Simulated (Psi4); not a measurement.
# CAM-B3LYP/6-311+G(d,p) run of HNO3 (peroxynitrous acid)

Aim: the vertical ionisation energy of HNO3 (peroxynitrous acid) at CAM-B3LYP/6-311+G**, from 2 runs. 

The results are computed with Psi4 1.11.

1 further run of the same task is left out (set aside as unsound or not needed).

## 1. Starting point

HNO3 has 5 atoms, charge 0, and is taken as a singlet. SMILES: `O=NOO`. The coordinates come from a PBE0-D4/def2-TZVP relaxation. This is one conformer, not always the lowest.

Bond lengths: O1–N2 1.180 Å, N2–O3 1.353 Å, O3–O4 1.401 Å, O4–H5 0.984 Å. Angles: O1–N2–O3 114.6°, N2–O3–O4 114.1°, O3–O4–H5 101.0°.

## 2. A single-point energy at CAM-B3LYP/6-311+G(d,p)

calc.inp reads:

```
memory 2200 MB

molecule m {
  O      0.25766416    -1.57850713     1.85015526
  N     -1.64740654    -1.18731492     0.75738333
  O     -1.46470782     0.54524268    -1.11304869
  O      0.96111471     1.56257674    -1.41266476
  H      1.89335440     0.65800264    -0.08178735
  units au
  symmetry c1
  no_reorient
  no_com
}

set reference rks
set puream true
set e_convergence 1e-09
set d_convergence 1e-08
set scf_type pk
set dft_radial_points 99
set dft_spherical_points 590

e, wfn = energy("cam-b3lyp/6-311+G**", return_wfn=True)
oeprop(wfn, "LOWDIN_CHARGES", "MULLIKEN_CHARGES", "QUADRUPOLE")
print_variables()
```

Launch:

```sh
$ psi4 -n 1 calc.inp calc.out
```

calc.out:

```text
[...]
  Running in c1 symmetry.
[...]
  Nuclear repulsion =  124.505206427260205
[...]
  Multiplicity = 1
[...]
  Nalpha       = 16
  Nbeta        = 16
[...]
    Number of basis functions: 94
[...]
   @RKS iter   1:  -280.71437721867608   -3.57857e-01   6.33273e-03 ADIIS/DIIS
[...]
   @RKS iter  12:  -280.83181978368549   -2.69438e-11   8.31896e-09 DIIS
[...]
    Orbital Energies [Eh]
    ---------------------
    Doubly Occupied:
       1A    -19.366609     2A    -19.314551     3A    -19.305849
       4A    -14.609939     5A     -1.390279     6A     -1.264465
       7A     -1.078638     8A     -0.801383     9A     -0.708161
      10A     -0.643181    11A     -0.638049    12A     -0.525461
      13A     -0.522626    14A     -0.522261    15A     -0.403724
      16A     -0.395205
[...]
  @RKS Final Energy:  -280.83181978368549
   => Energetics <=
    Nuclear Repulsion Energy =            124.5052064272602053
    One-Electron Energy =                -631.0098072543587477
    Two-Electron Energy =                 249.9533419808381325
    DFT Exchange-Correlation Energy =     -24.2805609374251006
    Empirical Dispersion Energy =           0.0000000000000000
    VV10 Nonlocal Energy =                  0.0000000000000000
    Total Energy =                       -280.8318197836855461
[...]
 Multipole Moments:
 ------------------------------------------------------------------------------------
     Multipole            Electronic (a.u.)      Nuclear  (a.u.)        Total (a.u.)
 ------------------------------------------------------------------------------------
 L = 1.  Multiply by 2.5417464519 to convert [e a0] to [Debye]
 Dipole X            :         11.9158512          -11.6059230            0.3099283
 Dipole Y            :          3.3123143           -3.4187035           -0.1063892
 Dipole Z            :          0.4101727           -0.1845696            0.2256031
 Magnitude           :                                                    0.3978328
 L = 2.  Multiply by 1.3450342976 to convert [e a0^2] to [Debye ang]
 Quadrupole XX       :        -63.7505005           47.6664395          -16.0840610
 Quadrupole XY       :        -17.3658045           17.3095212           -0.0562833
[...]
  Mulliken Charges: (a.u.)
   Center  Symbol    Alpha    Beta     Spin     Total
       1     O     4.06482  4.06482  0.00000 -0.12964
       2     N     3.55295  3.55295  0.00000 -0.10590
       3     O     3.92303  3.92303  0.00000  0.15394
       4     O     4.09593  4.09593  0.00000 -0.19186
       5     H     0.36327  0.36327  0.00000  0.27346
   Total alpha = 16.00000, Total beta = 16.00000, Total charge = -0.00000
  Lowdin Charges: (a.u.)
   Center  Symbol    Alpha    Beta     Spin     Total
       1     O     4.07477  4.07477  0.00000 -0.14953
[...]
```

Run time: 9.3 s. Hardware: 1 thread of AMD EPYC 9B45 (Zen 5), shared host; peak memory 1.1 GiB.

## 3. The doublet cation: energy and forces at UCAM-B3LYP/6-311+G(d,p)

input.inp reads:

```
memory 2200 MB

molecule m {
  1 2
  O      0.136350    -0.835310     0.979060
  N     -0.871770    -0.628300     0.400790
  O     -0.775090     0.288530    -0.589000
  O      0.508600     0.826880    -0.747550
  H      1.001920     0.348200    -0.043280
  symmetry c1
  no_reorient
  no_com
}

set basis 6-311+G**
set reference uks
set puream true
set e_convergence 1e-09
set d_convergence 1e-08
set scf_type pk
set dft_radial_points 99
set dft_spherical_points 590
set maxiter 100

e_tot, wfn = gradient("cam-b3lyp", return_wfn=True)
oeprop(wfn, "MAYER_INDICES", "MULLIKEN_CHARGES", "WIBERG_LOWDIN_INDICES", title="CAM-B3LYP")
```

Launch:

```sh
$ psi4 -i input.inp -o input.out -n 1
```

input.out, cut to the lines that bear on the results:

```text
[...]
  Running in c1 symmetry.
[...]
  Nuclear repulsion =  124.505206358298807
[...]
  Multiplicity = 2
[...]
  Nalpha       = 16
  Nbeta        = 15
[...]
    Number of basis functions: 94
[...]
   @UKS iter   1:  -280.22592467301757    1.30595e-01   6.52169e-03 ADIIS/DIIS
[...]
   @UKS iter  20:  -280.37527111056357   -2.33058e-12   7.05329e-09 DIIS
[...]
   @S^2 Observed:                7.644261693E-01
[...]
  @UKS Final Energy:  -280.37527111056357
   => Energetics <=
    Nuclear Repulsion Energy =            124.5052063582988069
    One-Electron Energy =                -620.5018682391021230
    Two-Electron Energy =                 239.6232717019288430
    DFT Exchange-Correlation Energy =     -24.0018809316890582
    Empirical Dispersion Energy =           0.0000000000000000
    VV10 Nonlocal Energy =                  0.0000000000000000
    Total Energy =                       -280.3752711105635740
[...]
 Multipole Moments:
 ------------------------------------------------------------------------------------
     Multipole            Electronic (a.u.)      Nuclear  (a.u.)        Total (a.u.)
 ------------------------------------------------------------------------------------
 L = 1.  Multiply by 2.5417464519 to convert [e a0] to [Debye]
 Dipole X            :         11.4141053          -11.6059231           -0.1918178
 Dipole Y            :          2.8029768           -3.4187035           -0.6157268
 Dipole Z            :          0.8056903           -0.1845696            0.6211207
 Magnitude           :                                                    0.8953795
[...]
  -Total Gradient:
     Atom            X                  Y                   Z
    ------   -----------------  -----------------  -----------------
       1        0.053053408862     0.017185210846    -0.000910446184
       2       -0.065743595215    -0.035010387102     0.016444221955
       3        0.026887897825     0.024745693241    -0.018373956160
       4        0.003650048367     0.010545683656    -0.010495068345
       5       -0.017847154999    -0.017463950653     0.013332947768
[...]
  Mulliken Charges: (a.u.)
   Center  Symbol    Alpha    Beta     Spin     Total
       1     O     4.17806  3.53692  0.64113  0.28502
       2     N     3.57854  3.30699  0.27155  0.11447
       3     O     3.88390  3.81638  0.06753  0.29972
       4     O     4.00402  3.99503  0.00899  0.00095
[...]
```

Wall time 26 s (1 thread of AMD EPYC 9B45 (Zen 5), shared host); peak memory 1.1 GiB.

## 4. Outcome

Level: CAM-B3LYP/6-311+G**.

```
                                          quantity          value
                        singlet HNO3: total energy  -280.83182 Eh
                       singlet HNO3: dipole moment         1.01 D
                         singlet HNO3: HOMO energy      -10.75 eV
                         singlet HNO3: LUMO energy       -1.63 eV
                       singlet HNO3: HOMO–LUMO gap        9.12 eV
                      doublet cation: total energy  -280.37527 Eh
doublet cation: HOMO energy (highest over α and β)      -18.72 eV
 doublet cation: LUMO energy (lowest over α and β)      -13.86 eV
                              doublet cation: ⟨S²⟩          0.764
          doublet cation: largest force on an atom     3.922 eV/Å
vertical ionisation energy (to the doublet cation)      12.423 eV
```

**Reading.** The vertical ionisation energy comes to 12.42 eV (286 kcal/mol). −ε(HOMO) before ionisation, 10.75 eV, is 1.67 eV below this ionisation energy. Mulliken charges (singlet HNO3) run from -0.19 on O4 to +0.27 on H5; in a basis this large or diffuse they mean little. Mulliken charges (doublet cation) run from +0.00 on O4 to +0.30 on H5; in a basis this large or diffuse they mean little.
